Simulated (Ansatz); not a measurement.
Consider the ligand exchange at a B–C bond: `CBS` + H–F → `FBS` + CH₄.

Isolated molecules relaxed with PBE0-D4/def2-TZVP in Ansatz; ΔE leaves out vibrations. CCSD(T)/CBS adds triple-zeta CCSD(T) − MP2 to the extrapolated MP2 energy (def2 sets, frozen cores). This one scheme is used for every species. DFT in def2-TZVPP. Each species was taken in one conformer, which may not be the lowest.

| species | PBE-D4 energy (Eh) |
| --- | --- |
| `CBS` | -463.94731 |
| H–F | -100.39347 |
| `FBS` | -523.92309 |
| CH₄ | -40.46517 |

(1) Work out ΔE.

(2) What do rigid-rotor, harmonic-oscillator terms from PBE0-D4/def2-TZVP frequencies (298.15 K, 1 bar) make of the CCSD(T)/CBS value? (Estimate.)

Largest T1 diagnostic among the species: 0.014.

## Answers

(1) ΔE = (-523.92309) + (-40.46517) − (-463.94731) − (-100.39347) = -0.04748 Eh = -124.7 kJ/mol. CCSD(T)/CBS gives -122.8 kJ/mol.

(2) The calculation gave: ΔZPE = +3.7 kJ/mol, ΔH = -120.3 kJ/mol, ΔS = -5 J/(mol·K), ΔG = -118.8 kJ/mol.

In def2-TZVPP, CCSD(T) changes the Hartree–Fock value by +18.5 kJ/mol (the triples alone add +1.4 kJ/mol) and MP2 by +21.0 kJ/mol. The D4 term adds +5.0 kJ/mol with B3LYP and +2.7 kJ/mol with PBE0; it sums over pairs of atoms, weighted by their polarisabilities, and B3LYP, whose exchange is more repulsive, gets the larger term. At CCSD(T), def2-SVP lies −24.0 kJ/mol from the extrapolated value and def2-TZVPP −4.4 kJ/mol.

B3LYP here is the variant with VWN-RPA as its local correlation; programs differ in this.
